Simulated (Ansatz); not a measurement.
Ansatz (a first-principles code) input (CCSD(T)/jun-cc-pV(T+d)Z): A basis named .json is the Basis Set Exchange file of that set (core-valence sets with the plain set on hydrogen).

Ansatz 0.2 input:
```yaml
crystal:
  periodic: [false, false, false]
  atoms:
    - {symbol: P, position_ang: [-0.00000000, -0.00000000, -0.98809696]}
    - {symbol: P, position_ang: [0.00000000, 0.00000000, 0.98809696]}
basis:
  gaussian:
    orbitals: jun-cc-pV_T+d_Z.json
total_charge: 1
magnetization: {spin_polarized: true, initial_magnetization: 1}
correlation: {method: ccsd_t, electrons: outside_noble_gas}
```

Output:

```
Functional definition: HF
integrals: 0.15 GiB planned
583 factors; integrals over basis functions are off by at most 4.5e-4 eV
mean field: 0.20 GiB planned
mean field evaluation 1: about -18533.2345 eV, gradient 1.2e1 eV
mean field evaluation 2: about -18533.2367 eV, gradient 1.2e1 eV
mean field evaluation 4: about -18534.0487 eV, gradient 1.5e0 eV
mean field evaluation 8: about -18534.0853 eV, gradient 6.6e-4 eV
mean field evaluation 16: about -18534.0853 eV, gradient 1.3e-4 eV
mean field evaluation 32: about -18534.7846 eV, gradient 1.7e-6 eV
mean field evaluation 64: about -18534.0853 eV, gradient 5.8e-2 eV
mean field evaluation 96: about -18533.5054 eV, gradient 4.4e-5 eV
mean field evaluation 128: about -18535.3196 eV, gradient 1.7e-1 eV
mean field evaluation 160: about -18535.1730 eV, gradient 7.5e-4 eV
mean field evaluation 192: about -18534.9291 eV, gradient 5.0e0 eV
mean field evaluation 224: about -18534.7846 eV, gradient 1.1e-2 eV
mean field evaluation 256: about -18533.4376 eV, gradient 2.1e0 eV
mean field evaluation 288: about -18531.2557 eV, gradient 9.5e0 eV
mean field evaluation 320: about -18530.9540 eV, gradient 1.8e0 eV
mean field evaluation 352: about -18532.7656 eV, gradient 1.3e-3 eV
mean field evaluation 384: about -18532.1658 eV, gradient 5.0e-1 eV
mean field evaluation 416: about -18531.8239 eV, gradient 1.7e-3 eV
mean field evaluation 448: about -18531.6023 eV, gradient 4.4e-3 eV
mean field evaluation 480: about -18533.5054 eV, gradient 8.0e-3 eV
mean field evaluation 512: about -18532.6437 eV, gradient 8.2e-3 eV
mean field evaluation 544: about -18531.6023 eV, gradient 7.1e-3 eV
mean field evaluation 576: about -18531.8476 eV, gradient 2.5e-3 eV
mean field evaluation 608: about -18531.1514 eV, gradient 2.6e-4 eV
mean field evaluation 640: about -18530.9491 eV, gradient 2.0e-3 eV
mean field evaluation 672: about -18535.1730 eV, gradient 3.6e-2 eV
mean field evaluation 704: about -18531.8476 eV, gradient 1.4e-2 eV
mean field evaluation 736: about -18534.0850 eV, gradient 1.3e-1 eV
mean field evaluation 768: about -18532.6453 eV, gradient 1.2e-1 eV
mean field evaluation 800: about -18532.1899 eV, gradient 2.4e-1 eV
mean field evaluation 832: about -18534.3909 eV, gradient 6.9e0 eV
mean field evaluation 864: about -18535.3222 eV, gradient 1.7e-3 eV
mean field evaluation 896: about -18533.5054 eV, gradient 9.9e-3 eV
mean field evaluation 928: about -18530.6062 eV, gradient 6.2e0 eV
mean field evaluation 960: about -18531.4990 eV, gradient 4.5e0 eV
mean field evaluation 992: about -18530.5835 eV, gradient 2.5e0 eV
mean field evaluation 1024: about -18532.1901 eV, gradient 6.5e-4 eV
mean field -18535.32222567 eV, -681.1605281006 hartree, gradient 2.6e-6 eV, S^2 1.180128; 23 other end points of the search recorded, 0 dependent functions left out
determinant -18535.32222567 eV, -681.1605281006 hartree, with singles and doubles -18542.21193773 eV, -681.4137203487 hartree
determinant -18534.78459620 eV, -681.1407705821 hartree, with singles and doubles -18541.54599215 eV, -681.3892473001 hartree
determinant -18534.08532073 eV, -681.1150726825 hartree, with singles and doubles -18541.74989342 eV, -681.3967405337 hartree
determinant -18533.50536617 eV, -681.0937597457 hartree, with singles and doubles -18539.47506961 eV, -681.3131423008 hartree
determinant -18532.76561245 eV, -681.0665742980 hartree, with singles and doubles -18539.01592877 eV, -681.2962691861 hartree
determinant -18532.64365393 eV, -681.0620924051 hartree, with singles and doubles -18539.07255467 eV, -681.2983501493 hartree
determinant -18532.19013955 eV, -681.0454260588 hartree, with singles and doubles -18538.55255493 eV, -681.2792405114 hartree
determinant -18531.84761255 eV, -681.0328384237 hartree, with singles and doubles -18538.43676018 eV, -681.2749851330 hartree
determinant -18531.82390653 eV, -681.0319672435 hartree, with singles and doubles -18538.37010039 eV, -681.2725354306 hartree
determinant -18535.32222567 eV, -681.1605281006 hartree, with singles and doubles -18542.17695256 eV, -681.4124346677 hartree
determinant -18534.08532073 eV, -681.1150726825 hartree, with singles and doubles -18541.68585149 eV, -681.3943870363 hartree
determinant -18535.17299104 eV, -681.1550438291 hartree, with singles and doubles -18542.27221017 eV, -681.4159353201 hartree
10 core orbitals not correlated
reference -18535.32222567 eV, -681.1605281006 hartree; 5, 4 occupied and 81, 82 virtual orbitals, 583 factors
second order -5.57222636 eV of doubles, -0.00000000 eV of singles
coupled cluster: 0.37 GiB planned
cycle   1  -6.85472657 eV  change    3.3e-7 eV  update   2.7e-6
coupled cluster: 0.37 GiB planned
perturbative correction -0.46200967 eV, -0.0169785422 hartree
Total energy: -18542.63896190 eV, -681.4294131978 hartree
```

The determinant is spin-contaminated: <S^2> is 1.18.
